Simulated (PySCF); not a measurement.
Isocyanogen, C2N2.
SMILES: `[C-]#[N+]C#N`

The closed-shell ground state was solved at several levels (PySCF, density fitting, gas phase, non-relativistic). Isolated species at its PBE0-D3(BJ)/def2-SVP geometry, gas phase.

| level | basis functions | HOMO (eV) | LUMO (eV) | gap (eV) | dipole (D) |
| --- | --- | --- | --- | --- | --- |
| BHandHLYP/pcJ-1 | 108 | -11.43 | -1.04 | 10.39 | 1.26 |
| PBE0/pcSseg-1 | 68 | -10.34 | -2.24 | 8.10 | 0.97 |
| HF/pcJ-1 | 108 | -13.13 | 1.89 | 15.02 | 1.74 |
| KT2/pcJ-1 | 108 | -8.99 | -3.15 | 5.84 | 0.85 |
| B3LYP/pcJ-0 | 52 | -9.50 | -2.18 | 7.32 | 1.14 |
| B3LYP/6-31G-J | 48 | -9.80 | -2.15 | 7.65 | 0.83 |
| B3LYP/pcJ-2 | 204 | -10.09 | -2.56 | 7.53 | 0.89 |

Q: Estimate the row for B3LYP/cc-pVTZ, a basis of 120 functions; the other rows only guide the guess.

A: HOMO -10.03 eV, LUMO -2.48 eV, gap 7.55 eV, dipole 0.84 D.

Q: Over all these levels, which gives the widest orbital gap and which the narrowest?

A: HF/pcJ-1 (Hartree–Fock, all exact exchange) has the widest, 15.02 eV, and KT2/pcJ-1 (GGA) the narrowest, 5.84 eV. The two share the basis. From the narrowest to the widest the HOMO moves by -4.14 eV and the LUMO by +5.04 eV. The HOMO need not be the same orbital at Hartree–Fock and at DFT levels.

Q: How much does the basis alone move the frontier levels among the 4 B3LYP rows (the withheld one included)?

A: The HOMO by 0.59 eV and the LUMO by 0.41 eV. By rising basis size (HOMO, LUMO in eV): 6-31G-J -9.80, -2.15; pcJ-0 -9.50, -2.18; cc-pVTZ -10.03, -2.48; pcJ-2 -10.09, -2.56.

Q: In the pcJ-1 basis, how does the gap go with the fixed share of exact exchange?

A: KT2 (0 %) 5.84 eV; BHandHLYP (50 %) 10.39 eV; HF (100 %) 15.02 eV. Each rise in the share widens the gap here.

Q: How far do the dipole and the HOMO energy spread over the levels?

A: The dipole runs from 0.83 to 1.74 D (mean 1.07 D) and the HOMO from -13.13 to -8.99 eV.
